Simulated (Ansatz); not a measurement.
A nudged elastic band was laid between two geometries of AlClFH$_{3}$ (6 atoms, charge 0, multiplicity 1).

The calculation used Ansatz 0.2.0, RKS B3LYP-D4/6-31G*.

```
movable images  : 2
climbing image  : yes
spring          : 5.0 eV/Å²
optimiser       : quadratic models (default)
start path      : through a guess of the saddle point
force threshold : 0.03 eV/Å
iteration limit : 60
end points      : relaxed
```

First end point:

```xyz
6
Properties=species:S:1:pos:R:3
Al 0.009 -0.061 0.089
Cl 0.004 0.337 2.252
H 1.410 0.148 -0.605
H -1.404 0.069 -0.598
F 0.062 -1.995 0.663
H 0.064 -1.794 1.610
```

Last end point:

```xyz
6
Properties=species:S:1:pos:R:3
Al 0.016 -0.390 -0.262
Cl 0.019 -0.039 2.459
H 1.406 0.259 -0.642
H -1.408 0.180 -0.640
F 0.061 -1.989 0.270
H 0.052 -1.318 2.226
```

Which bonds break or form, and what moves?

Bonds broken: F5–H6. Bonds formed: Cl2–H6.

Give the energies along the band, and the barrier.

It converged. The highest image is number 1 of 0 to 3, 5.0 kcal/mol above the first end and 3.4 kcal/mol above the last; the last end lies 1.6 kcal/mol above the first. Another band between the same ends (9 images) ends at a top of the same energy, where a vibrational analysis finds 1 clearly imaginary mode. So few images can step over the top or miss a turn of the path. The orbitals stay closed-shell, which can raise the energy where a bond breaks towards radicals; this wasn't checked here.

| image | path coordinate (Å) | energy (kcal/mol) | F5–H6 (Å) | Cl2–H6 (Å) |
| --- | --- | --- | --- | --- |
| 0 | 0.00 | 0.0 | 0.97 | 2.23 |
| 1 | 0.62 | 5.0 | 1.26 | 1.51 |
| 2 | 0.97 | 2.4 | 1.66 | 1.33 |
| 3 | 1.32 | 1.6 | 2.07 | 1.30 |

What is the geometry of the highest image?


```xyz
6
Properties=species:S:1:pos:R:3
Al 0.014 -0.273 -0.056
Cl 0.015 0.016 2.340
H 1.418 0.173 -0.613
H -1.415 0.098 -0.604
F 0.062 -1.949 0.617
H 0.051 -1.361 1.727
```

The run took 30 s on 1 thread of Arm Neoverse V2, with other jobs on the host, peak memory 0.11 GiB.
